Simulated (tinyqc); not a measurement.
Worked calculation: MP2 on RHF in the sto-3g basis, for LiH, spin multiplicity 1. One step of it, computed by the program tinyqc.

Problem. Second-order Moller-Plesset energy. E2 = sum_ijab (ia|jb) [2 (ia|jb) - (ib|ja)] / (e_i + e_j - e_a - e_b) over occupied i, j and virtual a, b; the opposite-spin part is (ia|jb)^2 / denominator, the rest is same-spin, and SCS-MP2 scales them by 6/5 and 1/3.

orbital energies (hartree): MO1 -2.348311, MO2 -0.286967, MO3 0.078391, MO4 0.163926, MO5 0.163926, MO6 0.553248

Two-electron integrals over orbitals (pq|rs), unique and non-zero (hartree):
```
(11|11) 1.658503    (21|11) -0.112650   (21|21) 0.013580    (22|11) 0.369155
(22|21) 0.006405    (22|22) 0.488700    (31|11) -0.138401   (31|21) 0.011275
(31|22) -0.016101   (31|31) 0.021635    (32|11) 0.013033    (32|21) -0.003406
(32|22) -0.048243   (32|31) 0.000188    (32|32) 0.012866    (33|11) 0.395712
(33|21) -0.011155   (33|22) 0.224187    (33|31) 0.001859    (33|32) 0.007220
(33|33) 0.338089    (41|41) 0.009818    (42|41) 0.007505    (42|42) 0.023533
(43|41) 0.010254    (43|42) 0.019260    (43|43) 0.041282    (44|11) 0.396318
(44|21) -0.004401   (44|22) 0.271159    (44|31) -0.004969   (44|32) 0.005551
(44|33) 0.282040    (44|44) 0.312946    (51|51) 0.009818    (52|51) 0.007505
(52|52) 0.023533    (53|51) 0.010254    (53|52) 0.019260    (53|53) 0.041282
(54|54) 0.016869    (55|11) 0.396318    (55|21) -0.004401   (55|22) 0.271159
(55|31) -0.004969   (55|32) 0.005551    (55|33) 0.282040    (55|44) 0.279207
(55|55) 0.312946    (61|11) 0.051373    (61|21) -0.008788   (61|22) -0.006702
(61|31) -0.002163   (61|32) 0.001610    (61|33) 0.010298    (61|44) 0.000518
(61|55) 0.000518    (61|61) 0.008313    (62|11) -0.039129   (62|21) 0.004890
(62|22) 0.127834    (62|31) 0.000323    (62|32) -0.034365   (62|33) -0.011879
(62|44) -0.015263   (62|55) -0.015263   (62|61) 0.000157    (62|62) 0.123713
(63|11) 0.017591    (63|21) -0.003774   (63|22) -0.051266   (63|31) 0.004417
(63|32) 0.009206    (63|33) 0.035990    (63|44) 0.002065    (63|55) 0.002065
(63|61) 0.004290    (63|62) -0.031720   (63|63) 0.026405    (64|41) -0.006095
(64|42) -0.019574   (64|43) -0.013758   (64|64) 0.019685    (65|51) -0.006095
(65|52) -0.019574   (65|53) -0.013758   (65|65) 0.019685    (66|11) 0.361768
(66|21) 0.003457    (66|22) 0.454621    (66|31) -0.011341   (66|32) -0.043116
(66|33) 0.241563    (66|44) 0.268387    (66|55) 0.268387    (66|61) -0.002903
(66|62) 0.135493    (66|63) -0.043978   (66|66) 0.454447
```

Hartree-Fock energy = -7.86245187 hartree

Give: Terms; Pair energies; MP2 correlation energy; SCS-MP2 correlation energy; MP2 total energy.

Solution.

Terms:
```
i  j  a  b   (ia|jb)   (ib|ja)  denominator       term
2  2  6  6    0.1237    0.1237      -1.6804    -0.0091
2  2  3  6   -0.0344   -0.0344      -1.2056    -0.0010
2  2  6  3   -0.0344   -0.0344      -1.2056    -0.0010
2  2  5  5    0.0235    0.0235      -0.9018    -0.0006
2  2  4  4    0.0235    0.0235      -0.9018    -0.0006
2  2  3  3    0.0129    0.0129      -0.7307  -2.27e-04
1  1  3  3    0.0216    0.0216      -4.8534  -9.64e-05
1  1  5  5    0.0098    0.0098      -5.0245  -1.92e-05
1  1  4  4    0.0098    0.0098      -5.0245  -1.92e-05
1  2  5  5    0.0075    0.0075      -2.9631  -1.90e-05
2  1  5  5    0.0075    0.0075      -2.9631  -1.90e-05
1  2  4  4    0.0075    0.0075      -2.9631  -1.90e-05
2  1  4  4    0.0075    0.0075      -2.9631  -1.90e-05
1  1  6  6    0.0083    0.0083      -5.8031  -1.19e-05
1  2  6  3    0.0016  3.23e-04      -3.2669  -1.43e-06
2  1  3  6    0.0016  3.23e-04      -3.2669  -1.43e-06
1  1  3  6   -0.0022   -0.0022      -5.3283  -8.78e-07
1  1  6  3   -0.0022   -0.0022      -5.3283  -8.78e-07
2  1  6  3  3.23e-04    0.0016      -3.2669   9.53e-08
1  2  3  6  3.23e-04    0.0016      -3.2669   9.53e-08
1  2  3  3  1.88e-04  1.88e-04      -2.7921  -1.27e-08
2  1  3  3  1.88e-04  1.88e-04      -2.7921  -1.27e-08
1  2  6  6  1.57e-04  1.57e-04      -3.7418  -6.55e-09
2  1  6  6  1.57e-04  1.57e-04      -3.7418  -6.55e-09
```

Pair energies (hartree; pair i-j sums ij and ji):
```
pair  opposite spin  same spin
1-1       -1.48e-04          0
2-1       -7.77e-05  -1.01e-06
2-2         -0.0125          0
```

MP2 correlation energy = -0.012749 hartree

SCS-MP2 correlation energy = -0.015298 hartree

MP2 total energy = -7.875201 hartree
